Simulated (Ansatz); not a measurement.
# NH2 (SMILES [NH2]): levels of theory compared

Wanted: a comparison of 6 runs (UHF/3-21G, U-wB97X/3-21G, UB2PLYP/3-21G, UBLYP/6-31G*, UCCSDT(Q)/3-21G, FCI/6-31G*) of NH2. 

The calculation is run with Ansatz 0.2.0.

48 further runs of the same task are left out: 48 set aside as unsound or not needed.

## (1) The molecule

NH2 has 3 atoms, charge 0, and is taken as a doublet. As SMILES, `[NH2]`. The H2–N1 distance was set to 1.268 Å, away from the relaxed value.

Bond lengths: N1–H3 1.014 Å. A long bond or contact: N1–H2 1.268 Å.

## (2) The energy at UHF/3-21G (run 1)

The input, input.yaml:

```yaml
crystal:
  periodic: [false, false, false]
  atoms:
    - {symbol: "N", position_ang: [0.345084, -0.432856, 0.145602]}
    - {symbol: H, position_ang: [0.155580, 0.820260, 0.174790]}
    - {symbol: H, position_ang: [-0.424856, -0.888686, -0.332058]}
basis:
  gaussian:
    orbitals: 3-21G.json
magnetization:
  spin_polarized: true
  initial_magnetization: 1
hamiltonian:
  xc: hf
accuracy: high
```

The basis set 3-21G is read from a file made from the Basis Set Exchange's data (not shown).

Started as:

```sh
ansatz run input.yaml --threads 1 --pin off --max-ram 2610MiB --events-out events.jsonl --progress --plain --runs-dir runs
```

The log of the run:

```text
Warning: RAYON_NUM_THREADS=1 ignored (pool sized by the plan → 1); use --threads N
Functional definition: HF
  name "HF"
  exchange = exact_x
  correlation = 0
248 factors; integrals over basis functions are off by at most 2.7e-9 eV
mean field evaluation 1: about -1502.0489 eV, gradient 9.0e0 eV
mean field evaluation 2: about -1502.0481 eV, gradient 9.0e0 eV
mean field evaluation 4: about -1502.5010 eV, gradient 9.5e-1 eV
mean field evaluation 8: about -1502.5198 eV, gradient 1.8e-2 eV
mean field evaluation 16: about -1502.5198 eV, gradient 1.2e-8 eV
mean field -1502.51977258 eV, -55.2165831977 hartree, gradient 1.2e-8 eV, S^2 0.776487; 0 other end points of the search recorded, 0 dependent functions left out
reference -1502.51977258 eV, -55.2165831977 hartree; 5, 4 occupied and 8, 9 virtual orbitals, 248 factors
Total energy: -1502.51977258 eV, -55.2165831977 hartree
```

It took 0.08 s on 1 thread of Arm Neoverse V1, shared host.

## (3) A single-point energy at U-wB97X/3-21G (run 2)

The input, molecule.yaml:

```yaml
crystal:
  periodic: [false, false, false]
  atoms:
    - {symbol: N, position_ang: [0.345084, -0.432856, 0.145602]}
    - {symbol: H, position_ang: [0.155580, 0.820260, 0.174790]}
    - {symbol: H, position_ang: [-0.424856, -0.888686, -0.332058]}
basis:
  gaussian: {orbitals: 3-21G.json}
magnetization: {spin_polarized: true, initial_magnetization: 1}
hamiltonian: {xc: {name: wB97X}}
accuracy: high
```

The basis set 3-21G is read from a file made from the Basis Set Exchange's data (not shown).

Started as:

```sh
ansatz run molecule.yaml --threads 1 --pin off --max-ram 2610MiB --events-out events.jsonl --progress --plain --runs-dir runs
```

The log of the run, cut to the lines that bear on the results:

```text
Warning: RAYON_NUM_THREADS=1 ignored (pool sized by the plan → 1); use --threads N
Functional definition: wB97X
  name "wB97X"
[...]
      + exact_x_lr(omega)
[...]
      + integral(e_c_pw_opposite_spin*poly(b97_u_opposite, 1, cos1, cos2, cos3, cos4))
248 factors; integrals over basis functions are off by at most 2.7e-9 eV
98 factors; integrals over basis functions are off by at most 9.0e-10 eV
[...]
mean field -1510.57067346 eV, -55.5124483480 hartree, gradient 8.9e-8 eV, S^2 0.754362; 0 other end points of the search recorded, 0 dependent functions left out
reference -1510.57067246 eV, -55.5124483113 hartree; 5, 4 occupied and 8, 9 virtual orbitals, 248 factors
Total energy: -1510.57067246 eV, -55.5124483113 hartree
```

Wall time 3 s (1 thread of Arm Neoverse V1, shared host); peak memory 0.2 GiB.

Run 3 isn't shown in full; the table further down has it.

## (4) A single-point energy at UBLYP/6-31G(d) (spherical functions) (run 4)

The input, run.yaml:

```yaml
crystal:
  periodic: [false, false, false]
  atoms:
    - {symbol: N, position_ang: [0.345084, -0.432856, 0.145602]}
    - {symbol: H, position_ang: [0.155580, 0.820260, 0.174790]}
    - {symbol: H, position_ang: [-0.424856, -0.888686, -0.332058]}
basis:
  gaussian: {orbitals: 6-31G_st_-spherical.json}
accuracy: high
hamiltonian: {xc: {name: BLYP}}
magnetization: {spin_polarized: true, initial_magnetization: 1}
total_charge: 0
```

The basis set 6-31G* is read from a file made from the Basis Set Exchange's data (not shown).

Started as:

```sh
ansatz run run.yaml --threads 1 --pin off --max-ram 2610MiB --events-out events.jsonl --progress --plain --runs-dir runs
```

The log of the run:

```text
Warning: RAYON_NUM_THREADS=1 ignored (pool sized by the plan → 1); use --threads N
Functional definition: BLYP
  name "BLYP"
  parameter beta = 0.0042
  parameter a = 0.04918
  parameter b = 0.132
  parameter c = 0.2533
  parameter d = 0.349
  exchange = b88_x(beta = beta)
  correlation = lyp_c(a = a, b = b, c = c, d = d)
333 factors; integrals over basis functions are off by at most 4.4e-9 eV
mean field evaluation 1: about -1515.8565 eV, gradient 2.6e1 eV
mean field evaluation 2: about -1509.0150 eV, gradient 4.3e1 eV
mean field evaluation 4: about -1519.0127 eV, gradient 7.7e-1 eV
mean field evaluation 8: about -1519.0127 eV, gradient 7.1e-3 eV
mean field evaluation 16: about -1519.0127 eV, gradient 6.9e-7 eV
mean field -1519.01271525 eV, -55.8226876617 hartree, gradient 4.0e-9 eV, S^2 0.753554; 0 other end points of the search recorded, 0 dependent functions left out
reference -1519.01274080 eV, -55.8226886004 hartree; 5, 4 occupied and 13, 14 virtual orbitals, 333 factors
Total energy: -1519.01274080 eV, -55.8226886004 hartree
```

Run time: 0.7 s. Hardware: 1 thread of Arm Neoverse V1, shared host.

Run 5 isn't shown in full; the table further down has it.

## (5) The energy at FCI/6-31G(d) (spherical functions) (run 6)

The input, molecule.yaml:

```yaml
crystal:
  periodic: [false, false, false]
  atoms:
    - symbol: N
      position_ang: [0.345084, -0.432856, 0.145602]
    - symbol: H
      position_ang: [0.155580, 0.820260, 0.174790]
    - symbol: H
      position_ang: [-0.424856, -0.888686, -0.332058]
basis:
  gaussian:
    orbitals: 6-31G_st_-spherical.json
total_charge: 0
magnetization:
  spin_polarized: true
  initial_magnetization: 1
correlation:
  method: fci
  frozen_orbitals: {H: 0, "N": 1}
accuracy: high
```

The basis set 6-31G* is read from a file made from the Basis Set Exchange's data (not shown).

Started as:

```sh
ansatz run molecule.yaml --threads 1 --pin off --max-ram 2610MiB --events-out events.jsonl --progress --plain --runs-dir runs
```

The log of the run:

```text
Warning: RAYON_NUM_THREADS=1 ignored (pool sized by the plan → 1); use --threads N
[... 4 set-up lines as earlier in the session ...]
333 factors; integrals over basis functions are off by at most 4.4e-9 eV
mean field evaluation 1: about -1510.1680 eV, gradient 1.1e1 eV
mean field evaluation 2: about -1510.1676 eV, gradient 1.1e1 eV
mean field evaluation 4: about -1510.7983 eV, gradient 1.2e0 eV
mean field evaluation 8: about -1510.8168 eV, gradient 6.5e-2 eV
mean field evaluation 16: about -1510.8169 eV, gradient 1.3e-8 eV
mean field -1510.81692295 eV, -55.5214978501 hartree, gradient 1.3e-8 eV, S^2 0.772648; 0 other end points of the search recorded, 0 dependent functions left out
1 core orbitals not correlated: weight in the atoms' cores, before any rotation towards them, 1.000 or more for the frozen orbitals, at most 0.000 for the correlated occupied ones
reference -1510.67765497 eV, -55.5163798461 hartree; 4, 3 occupied and 13, 14 virtual orbitals, 333 factors
state -1515.21369535 eV, -55.6830762555 hartree
Total energy: -1515.21369535 eV, -55.6830762555 hartree
```

Wall time 5.4 s (1 thread of Arm Neoverse V1, shared host); peak memory 0.15 GiB.

## (6) Overview of the runs

```
run                               level  frozen core orbitals  energy (Eh)   ⟨S²⟩  wall time
  1                           UHF/3-21G                     –   -55.216583  0.776     0.08 s
  2                       U-wB97X/3-21G                     –   -55.512448  0.754        3 s
  3                       UB2PLYP/3-21G                     1   -55.454764  0.758     0.71 s
  4  UBLYP/6-31G* (spherical functions)                     –   -55.822689  0.754      0.7 s
  5                     UCCSDT(Q)/3-21G                     1   -55.323002  0.776      1.6 s
  6    FCI/6-31G* (spherical functions)                     1   -55.683076      –      5.4 s
```

## (7) Outcome

| quantity | value |
| --- | --- |
| run 6: total energy | -55.68308 Eh |
| run 6: correlation energy (1 core orbital frozen) | -166.7 mEh |

**Reading.** Totals of different functionals can't be ranked against each other. All runs together took 12 s, the longest 5.4 s.
